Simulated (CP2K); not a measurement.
**BH (SMILES [BH]): a chain of runs**

Aim: a series of 8 runs (MP2/ccGRB-D, UMP2/ccGRB-D) of BH. The setting varied is the vacuum round the molecule. 

The results are computed with CP2K 2026.2.

6 further runs of the same task are left out: 6 set aside as unsound or not needed.

**1. The structure to begin with**

BH has 2 atoms, charge 0, and is taken as a singlet. As SMILES, `[BH]`. The bond length is the measured one.

Bond lengths: B1–H2 1.232 Å.

**2. The energy at MP2/ccGRB-D (core potential) (run 1)**

Input file molecule.xyz:

```xyz
2

B      0.000000     0.000000     0.000000
H      0.000000     0.000000     1.232400
```

Input file run.inp:

```
&GLOBAL
 PROJECT run
 RUN_TYPE ENERGY
 PRINT_LEVEL MEDIUM
&END

&FORCE_EVAL
 METHOD Quickstep
 &DFT
  BASIS_SET_FILE_NAME BASIS_ccGRB_UZH
  POTENTIAL_FILE_NAME POTENTIAL_UZH
  CHARGE 0
  MULTIPLICITY 1
  ! Quickstep
  &QS
   METHOD GPW
   EPS_DEFAULT 1.0E-10
  &END
  ! plane-wave cutoff in Ry
  &MGRID
   CUTOFF 400
   REL_CUTOFF 50
   NGRIDS 4
  &END
  ! isolated system
  &POISSON
   PERIODIC NONE
   POISSON_SOLVER MULTIPOLE
  &END
  ! SCF settings
  &SCF
   SCF_GUESS ATOMIC
   EPS_SCF 1.0E-06
   MAX_SCF 150
   ADDED_MOS 10
   &DIAGONALIZATION
    ALGORITHM STANDARD
   &END
   &MIXING
    METHOD DIRECT_P_MIXING
    ALPHA 0.4
   &END
  &END
  &XC
   &XC_FUNCTIONAL NONE
   &END
   ! exact exchange
   &HF
    FRACTION 1
    &SCREENING
     EPS_SCHWARZ 1.0E-09
     SCREEN_ON_INITIAL_P F
    &END
    &INTERACTION_POTENTIAL
     POTENTIAL_TYPE COULOMB
    &END
    &MEMORY
     MAX_MEMORY 1750
    &END
   &END
   &WF_CORRELATION
    &MP2
     METHOD DIRECT_CANONICAL
    &END
    MEMORY 1500
   &END
  &END
  ! extra output
  &PRINT
   &MOMENTS
    PERIODIC F
    REFERENCE COM
    MAX_MOMENT 1
   &END
   &MO ON
    ENERGIES T
    OCCUPATION_NUMBERS T
    NDIGITS 6
    &EACH
     QS_SCF 0
    &END
    ADD_LAST NUMERIC
   &END
   &HIRSHFELD OFF
   &END
  &END
 &END
 &SUBSYS
  ! box in angstrom
  &CELL
   ABC [angstrom] 6 6 7.2
   PERIODIC NONE
  &END
  &TOPOLOGY
   COORD_FILE_NAME molecule.xyz
   COORD_FILE_FORMAT XYZ
   &CENTER_COORDINATES
   &END
  &END
  &KIND B
   BASIS_SET ccGRB-D-q3
   POTENTIAL GTH-PBE0-q3
  &END
  &KIND H
   BASIS_SET ccGRB-D-q1
   POTENTIAL GTH-PBE0-q1
  &END
 &END
&END
```

Command:

```
$ OMP_NUM_THREADS=2 cp2k.psmp -i run.inp -o run.out
```

The program printed:

```text
CP2K| version string:                                       CP2K version 2026.2
[...]
 GLOBAL| Method name                                                        CP2K
[...]
 GLOBAL| Run type                                                         ENERGY
[...]
 DFT| Spin restricted Kohn-Sham (RKS) calculation                            RKS
 DFT| Multiplicity                                                             1
[...]
 DFT| Charge                                                                   0
[...]
 QS| Method:                                                                 GPW
[...]
 QS| Density cutoff [a.u.]:                                                200.0
[...]
 QS| Relative density cutoff [a.u.]:                                        25.0
[...]
                             - Atoms:                                          2
[...]
                             - Spherical basis functions:                     18
[...]
 Number of electrons:                                                          4
[...]
     1 P_Mix/Diag. 0.40E+00    0.1     0.68090651        -2.9394467458 -2.94E+00
[...]
    12 DIIS/Diag.  0.97E-06    0.0     0.00000082        -3.1367051799 -1.40E-11
  *** SCF run converged in    12 steps ***
[...]
  Overlap energy of the core charge distribution:               0.00000026550327
  Self energy of the core charge distribution:                 -7.73696513661566
  Core Hamiltonian energy:                                      2.13731173859226
  Hartree energy:                                               3.61883332135722
  Exchange-correlation energy:                                  0.00000000000000
  Hartree-Fock Exchange energy:                                -1.15588536875484
  Total energy:                                                -3.13670517991775
[...]
                     Mulliken Population Analysis
 #  Atom  Element  Kind  Atomic population                           Net charge
       1     B        1          3.029008                             -0.029008
       2     H        2          0.970992                              0.029008
 # Total charge                              4.000000                 -0.000000
[...]
  Dipole moment [Debye]
    X= -0.8954888E-14 Y= -0.7157132E-14 Z=  0.2069968E+01  Total=      2.0699677
[...]
 ENERGY| Total FORCE_EVAL ( QS ) energy [hartree]             -3.197310519015022
[...]
```

Run time: 1.1 s. Hardware: 2 threads of Arm Neoverse V2, shared host; peak memory 0.45 GiB.

**3. The doublet cation: the energy at UMP2/ccGRB-D (core potential) (run 2)**

molecule.xyz is that of step 2.

Input file job.inp:

```
&GLOBAL
  PROJECT_NAME job
  RUN_TYPE ENERGY
  PRINT_LEVEL MEDIUM
&END GLOBAL
&FORCE_EVAL
  METHOD QUICKSTEP
  &DFT
    BASIS_SET_FILE_NAME BASIS_ccGRB_UZH
    POTENTIAL_FILE_NAME POTENTIAL_UZH
    CHARGE 1
    MULTIPLICITY 2
    UNRESTRICTED_KOHN_SHAM T
    &QS
      METHOD GPW
      EPS_DEFAULT 1.0E-10
    &END QS
    &MGRID
      CUTOFF 400
      REL_CUTOFF 50
      NGRIDS 4
    &END MGRID
    &POISSON
      PERIODIC NONE
      POISSON_SOLVER MULTIPOLE
    &END POISSON
    &SCF
      SCF_GUESS ATOMIC
      EPS_SCF 1.0E-06
      MAX_SCF 40
      &OT ON
        MINIMIZER CG
        PRECONDITIONER FULL_SINGLE_INVERSE
      &END OT
      &OUTER_SCF
        EPS_SCF 1.0E-06
        MAX_SCF 10
      &END OUTER_SCF
    &END SCF
    &XC
      &XC_FUNCTIONAL NONE
      &END XC_FUNCTIONAL
      &HF
        FRACTION 1
        &SCREENING
          EPS_SCHWARZ 1.0E-09
          SCREEN_ON_INITIAL_P F
        &END SCREENING
        &INTERACTION_POTENTIAL
          POTENTIAL_TYPE COULOMB
        &END INTERACTION_POTENTIAL
        &MEMORY
          MAX_MEMORY 1750
        &END MEMORY
      &END HF
      &WF_CORRELATION
        &MP2
          METHOD DIRECT_CANONICAL
        &END MP2
        MEMORY 1500
      &END WF_CORRELATION
    &END XC
    &PRINT
      &MOMENTS
        PERIODIC F
        REFERENCE COM
        MAX_MOMENT 1
      &END MOMENTS
      &MO_CUBES
        NLUMO 5
        NHOMO -1
        WRITE_CUBE F
      &END MO_CUBES
      &HIRSHFELD OFF
      &END HIRSHFELD
    &END PRINT
  &END DFT
  &SUBSYS
    &CELL
      ABC [angstrom] 6 6 7.2
      PERIODIC NONE
    &END CELL
    &TOPOLOGY
      COORD_FILE_NAME molecule.xyz
      COORD_FILE_FORMAT XYZ
      &CENTER_COORDINATES
      &END CENTER_COORDINATES
    &END TOPOLOGY
    &KIND B
      BASIS_SET ccGRB-D-q3
      POTENTIAL GTH-PBE0-q3
    &END KIND
    &KIND H
      BASIS_SET ccGRB-D-q1
      POTENTIAL GTH-PBE0-q1
    &END KIND
  &END SUBSYS
&END FORCE_EVAL
```

Command:

```
$ OMP_NUM_THREADS=2 cp2k.psmp job.inp > job.out
```

The program printed:

```text
CP2K| version string:                                       CP2K version 2026.2
[...]
 GLOBAL| Method name                                                        CP2K
[...]
 GLOBAL| Run type                                                         ENERGY
[...]
 DFT| Spin unrestricted (spin-polarized) Kohn-Sham calculation               UKS
 DFT| Multiplicity                                                             2
[...]
 DFT| Charge                                                                   1
[...]
 QS| Method:                                                                 GPW
[...]
 QS| Density cutoff [a.u.]:                                                200.0
[...]
 QS| Relative density cutoff [a.u.]:                                        25.0
[...]
                             - Atoms:                                          2
[...]
                             - Spherical basis functions:                     18
[...]
 Number of electrons:                                                          2
[...]
     1 OT CG       0.80E-01    0.2     0.09466373        -2.6544096359 -2.65E+00
[...]
    13 OT CG       0.12E+01    0.1     0.00000051        -2.8292597955 -7.05E-11
  *** SCF run converged in    13 steps ***
[...]
  Overlap energy of the core charge distribution:               0.00000026550327
  Self energy of the core charge distribution:                 -7.73696513661566
  Core Hamiltonian energy:                                      1.83527721736122
  Hartree energy:                                               4.01366932205924
  Exchange-correlation energy:                                  0.00000000000000
  Hartree-Fock Exchange energy:                                -0.94124146380358
  Total energy:                                                -2.82925979549551
[...]
                     Mulliken Population Analysis
 #  Atom  Element  Kind  Atomic population (alpha,beta) Net charge  Spin moment
       1     B        1         1.538896     0.682010     0.779094     0.856886
       2     H        2         0.461104     0.317990     0.220906     0.143114
 # Total charge and spin        2.000000     1.000000     1.000000     1.000000
[...]
  Dipole moment [Debye]
    X= -0.4916508E-05 Y=  0.2499015E-05 Z=  0.3839477E+00  Total=      0.3839477
[...]
 HOMO - LUMO gap [eV] :   18.213378
[...]
 ENERGY| Total FORCE_EVAL ( QS ) energy [hartree]             -2.860431382627452
[...]
```

Run time: 3.3 s. Hardware: 2 threads of Arm Neoverse V2, shared host; peak memory 0.46 GiB.

Runs 3 to 7 aren't shown in full; the table further down has their settings and results.

**4. The doublet cation: the energy at UMP2/ccGRB-D (core potential) (run 8)**

molecule.xyz is that of step 3.

Input file qs.inp:

```
&FORCE_EVAL
  METHOD Quickstep
  &DFT
    BASIS_SET_FILE_NAME BASIS_ccGRB_UZH
    POTENTIAL_FILE_NAME POTENTIAL_UZH
    CHARGE 1
    MULTIPLICITY 2
    UKS T
    &QS
      METHOD GPW
      EPS_DEFAULT 1.0E-10
    &END
    &MGRID
      CUTOFF 400
      REL_CUTOFF 50
      NGRIDS 4
    &END
    &POISSON
      PERIODIC NONE
      POISSON_SOLVER MULTIPOLE
    &END
    &SCF
      SCF_GUESS ATOMIC
      EPS_SCF 1.0E-06
      MAX_SCF 40
      &OT ON
        MINIMIZER CG
        PRECONDITIONER FULL_SINGLE_INVERSE
      &END
      &OUTER_SCF
        EPS_SCF 1.0E-06
        MAX_SCF 10
      &END
    &END
    &XC
      &XC_FUNCTIONAL NONE
      &END
      &HF
        FRACTION 1
        &SCREENING
          EPS_SCHWARZ 1.0E-09
          SCREEN_ON_INITIAL_P F
        &END
        &INTERACTION_POTENTIAL
          POTENTIAL_TYPE COULOMB
        &END
        &MEMORY
          MAX_MEMORY 1750
        &END
      &END
      &WF_CORRELATION
        &MP2
          METHOD DIRECT_CANONICAL
        &END
        MEMORY 1500
      &END
    &END
    &PRINT
      &MOMENTS
        PERIODIC F
        REFERENCE COM
        MAX_MOMENT 1
      &END
      &MO_CUBES
        NLUMO 5
        NHOMO -1
        WRITE_CUBE F
      &END
      &HIRSHFELD OFF
      &END
    &END
  &END
  &SUBSYS
    &CELL
      ABC [angstrom] 12 12 13.2
      PERIODIC NONE
    &END
    &TOPOLOGY
      COORD_FILE_NAME molecule.xyz
      COORD_FILE_FORMAT XYZ
      &CENTER_COORDINATES
      &END
    &END
    &KIND B
      BASIS_SET ccGRB-D-q3
      POTENTIAL GTH-PBE0-q3
    &END
    &KIND H
      BASIS_SET ccGRB-D-q1
      POTENTIAL GTH-PBE0-q1
    &END
  &END
&END

&GLOBAL
  PROJECT_NAME qs
  RUN_TYPE ENERGY
  PRINT_LEVEL MEDIUM
&END
```

Command:

```
$ OMP_NUM_THREADS=2 cp2k.psmp -i qs.inp -o qs.out
```

The program printed:

```text
CP2K| version string:                                       CP2K version 2026.2
[...]
 GLOBAL| Method name                                                        CP2K
[...]
 GLOBAL| Run type                                                         ENERGY
[...]
 DFT| Spin unrestricted (spin-polarized) Kohn-Sham calculation               UKS
 DFT| Multiplicity                                                             2
[...]
 DFT| Charge                                                                   1
[...]
 QS| Method:                                                                 GPW
[...]
 QS| Density cutoff [a.u.]:                                                200.0
[...]
 QS| Relative density cutoff [a.u.]:                                        25.0
[...]
                             - Atoms:                                          2
[...]
                             - Spherical basis functions:                     18
[...]
 Number of electrons:                                                          2
[...]
     1 OT CG       0.80E-01    0.5     0.09514339        -2.6525064249 -2.65E+00
[...]
    13 OT CG       0.12E+01    0.7     0.00000049        -2.8287263497 -6.45E-11
  *** SCF run converged in    13 steps ***
[...]
  Overlap energy of the core charge distribution:               0.00000026550327
  Self energy of the core charge distribution:                 -7.73696513661566
  Core Hamiltonian energy:                                      1.83764618850815
  Hartree energy:                                               4.01263338970873
  Exchange-correlation energy:                                  0.00000000000000
  Hartree-Fock Exchange energy:                                -0.94204105682019
  Total energy:                                                -2.82872634971569
[...]
                     Mulliken Population Analysis
 #  Atom  Element  Kind  Atomic population (alpha,beta) Net charge  Spin moment
       1     B        1         1.537014     0.679811     0.783174     0.857203
       2     H        2         0.462986     0.320189     0.216826     0.142797
 # Total charge and spin        2.000000     1.000000     1.000000     1.000000
[...]
  Dipole moment [Debye]
    X= -0.4742901E-05 Y=  0.1774320E-05 Z=  0.3725531E+00  Total=      0.3725531
[...]
 HOMO - LUMO gap [eV] :   18.224152
[...]
 ENERGY| Total FORCE_EVAL ( QS ) energy [hartree]             -2.859886580219730
[...]
```

Run time: 17 s. Hardware: 2 threads of Arm Neoverse V2, shared host; peak memory 1.5 GiB.

**5. All runs side by side**

| run | level | vacuum round the molecule | iteration cap | partner | energy (Eh) | HOMO energy (eV) | LUMO energy (eV) | correlation energy (mEh) | wall time |
| --- | --- | --- | --- | --- | --- | --- | --- | --- | --- |
| 1 | MP2/ccGRB-D (core potential) | 3 | 150 | base | -3.197311 | -9.33 | 1.45 | -60.6 | 1.1 s |
| 2 | UMP2/ccGRB-D (core potential) | 3 | 40 | cation | -2.860431 | -22.09 | -7.66 | -31.2 | 3.3 s |
| 3 | MP2/ccGRB-D (core potential) | 3.5 | 150 | base | -3.197353 | -9.34 | 1.44 | -60.6 | 1.6 s |
| 4 | UMP2/ccGRB-D (core potential) | 3.5 | 40 | cation | -2.860241 | -22.10 | -7.65 | -31.2 | 4.2 s |
| 5 | MP2/ccGRB-D (core potential) | 4.5 | 150 | base | -3.197346 | -9.36 | 1.43 | -60.6 | 3.6 s |
| 6 | UMP2/ccGRB-D (core potential) | 4.5 | 40 | cation | -2.860023 | -22.11 | -7.65 | -31.2 | 9 s |
| 7 | MP2/ccGRB-D (core potential) | 6 | 150 | base | -3.197319 | -9.37 | 1.42 | -60.6 | 6.9 s |
| 8 | UMP2/ccGRB-D (core potential) | 6 | 40 | cation | -2.859887 | -22.12 | -7.64 | -31.2 | 17 s |

Convergence of the dipole moment (of the density that the program reports) of singlet BH with the vacuum round the molecule, against the last point:

| vacuum round the molecule | from the last (D) | wall time |
| --- | --- | --- |
| 3 Å | +0.0336 | 1.1 s |
| 3.5 Å | +0.0197 | 1.6 s |
| 4.5 Å | +0.0069 | 3.6 s |
| 6 Å | +0.0000 | 6.9 s |

Convergence of the HOMO energy (Hartree–Fock orbitals) of singlet BH with the vacuum round the molecule, against the last point:

| vacuum round the molecule | from the last (eV) | wall time |
| --- | --- | --- |
| 3 Å | +0.0372 | 1.1 s |
| 3.5 Å | +0.0234 | 1.6 s |
| 4.5 Å | +0.0088 | 3.6 s |
| 6 Å | +0.0000 | 6.9 s |

**6. Outcome**

```
                                                                                 quantity        value
                                                      doublet cation, run 8: total energy  -2.85989 Eh
        doublet cation, run 8: HOMO energy (Hartree–Fock orbitals) (highest over α and β)    -22.12 eV
         doublet cation, run 8: LUMO energy (Hartree–Fock orbitals) (lowest over α and β)     -7.64 eV
                                                doublet cation, run 8: correlation energy    -31.2 mEh
                                 doublet cation, run 8: ⟨S²⟩ of the reference determinant        0.755
  vertical ionisation energy (to the doublet cation) (run 1, vacuum round the molecule 3)     9.167 eV
vertical ionisation energy (to the doublet cation) (run 3, vacuum round the molecule 3.5)     9.173 eV
vertical ionisation energy (to the doublet cation) (run 5, vacuum round the molecule 4.5)     9.179 eV
  vertical ionisation energy (to the doublet cation) (run 7, vacuum round the molecule 6)     9.182 eV
```

What this shows: For the dipole moment (of the density that the program reports) of singlet BH to stay within 0.02 D of the last point, 3.5 Å is the first point of the series from which all later ones do (1.6 s against 6.9 s). For the HOMO energy (Hartree–Fock orbitals) of singlet BH to stay within 0.02 eV of the last point, 4.5 Å is the first point of the series from which all later ones do (3.6 s against 6.9 s). All runs together took 47 s, the longest 17 s.
